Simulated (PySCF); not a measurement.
## Atomic charges by several schemes

Compound: [BFH3]- (charge -1).
Z-matrix (Å and degrees, PBE0-D3(BJ)/def2-SVP geometry), rows numbered from 1:
```
B 
F   1  1.4378
H   1  1.2646  2  111.08
H   1  1.2646  2  111.07  3  -120.00
H   1  1.2646  2  111.08  3   120.00
```

Density: PBE0/pcSseg-1 (PySCF); schemes: Mulliken, IAO, Hirshfeld and ESP-fitted. Geometry: PBE0-D3(BJ)/def2-SVP; no solvent, vibrations or thermal averaging. The pcSseg-1 basis has no diffuse functions, a weakness for an anion.

Question: Do the Mulliken, IAO, Hirshfeld and ESP-fitted schemes agree on where the charge is lowest?

Answer: All schemes agree: Mulliken F2 (-0.487); IAO F2 (-0.469); Hirshfeld F2 (-0.300); ESP-fitted F2 (-0.440).

Question: At which atom do the 4 schemes differ most?

Answer: At B1: from -0.169 (IAO) to +0.342 e (ESP-fitted), 0.511 e apart.

Question: What partial charge does each atom carry?

Answer: In e:

```csv
atom,environment,Mulliken,IAO,Hirshfeld,ESP-fitted
B1,boron bonded to F and 3 H,+0.271,-0.169,-0.144,+0.342
F2,fluorine bonded to B,-0.487,-0.469,-0.300,-0.440
H3,hydrogen on B1,-0.261,-0.121,-0.185,-0.300
H4,hydrogen on B1,-0.261,-0.121,-0.185,-0.301
H5,hydrogen on B1,-0.261,-0.121,-0.185,-0.300
```

Mean size of the charges over all atoms: ESP-fitted 0.337 e, Mulliken 0.308 e, IAO 0.200 e, Hirshfeld 0.200 e. Each set sums to the total charge, -1, to within 0.001 e. The IAO scheme counts the electrons in orthogonalised intrinsic atomic orbitals, a minimal basis polarised so that it spans the occupied orbitals exactly.

Question: Sum the charges by element, for elements with more than one atom.

Answer: 
```csv
element,atoms,Mulliken,IAO,Hirshfeld,ESP-fitted
H,3,-0.784,-0.362,-0.555,-0.901
```

Question: How many electrons does the ESP-fitted scheme count on F2?

Answer: Z − q = 9 − (-0.440) = 9.440.

These values come from a run that also computed NMR shieldings. On one thread, Arm Neoverse V1, shared host, this took 1.5 s.
